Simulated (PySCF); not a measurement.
Isomers of C3H7OP and their computed core-level spectra.

Method used: delta-SCF UKS SCAN, pcX-2 on the ionised atom, pcseg-1 elsewhere, spin-free X2C (PySCF 2.14.0). Geometries: GFN2-xTB; isolated species, one conformer each.

Line lists (1s up to Mg, 2p3/2 beyond; areas count atoms within a level, one atom standing for each set equivalent by bonding):
1. C 1s: 290.04 (area 1), 290.37 (area 1), 291.97 (area 1) eV; O 1s: 538.84 eV; P 2p3/2: 136.26 eV
2. C 1s: 290.94 (area 1), 291.08 (area 1), 293.04 (area 1) eV; O 1s: 537.47 eV; P 2p3/2: 136.41 eV
3. C 1s: 290.62 (area 2), 291.21 (area 1) eV; O 1s: 536.26 eV; P 2p3/2: 137.90 eV
4. C 1s: 290.69 (area 1), 290.90 (area 1), 290.90 (area 1) eV; O 1s: 536.52 eV; P 2p3/2: 138.04 eV

Structures:
A. `CP1(=O)CC1`
B. `CPC(C)=O`
C. `C=CPCO`
D. `C[C@@H]1C[P@@H]1=O`

Which list belongs to which compound?

- 1 = C: another candidate has the same counts of sites, so positions decide. C 1s: 290.04 terminal =CH2 carbon, 290.37 alkene CH carbon, 291.97 carbinol carbon (C–OH); O 1s: 538.84 alcohol oxygen; P 2p3/2: 136.26 phosphine phosphorus.
- 2 = B: another candidate has the same counts of sites, so positions decide. C 1s: 290.94 sp3 carbon bound to phosphorus, 291.08 methyl carbon next to a carbonyl, 293.04 carbonyl carbon; O 1s: 537.47 carbonyl oxygen; P 2p3/2: 136.41 phosphine phosphorus.
- 3 = A: no other candidate has these counts of sites. C 1s: 290.62 sp3 carbon bound to phosphorus (×2), 291.21 sp3 carbon bound to phosphorus; O 1s: 536.26 phosphoryl oxygen; P 2p3/2: 137.90 phosphoryl phosphorus.
- 4 = D: another candidate has the same counts of sites, so positions decide. C 1s: 290.69 sp3 carbon bound to phosphorus, 290.90 sp3 carbon bound to phosphorus, 290.90 methyl carbon; O 1s: 536.52 phosphoryl oxygen; P 2p3/2: 138.04 phosphoryl phosphorus.

The 2p values aren't plain energy differences: one relaxed spin-free 2p hole is combined with a matrix within the shell (ground-state 2p orbital-energy differences and spin–orbit coupling). 2p3/2, the mean of its two sublevels, lies a third of the splitting below the shell's mean and 2p1/2 two thirds above it; the statistical areas are 2:1.
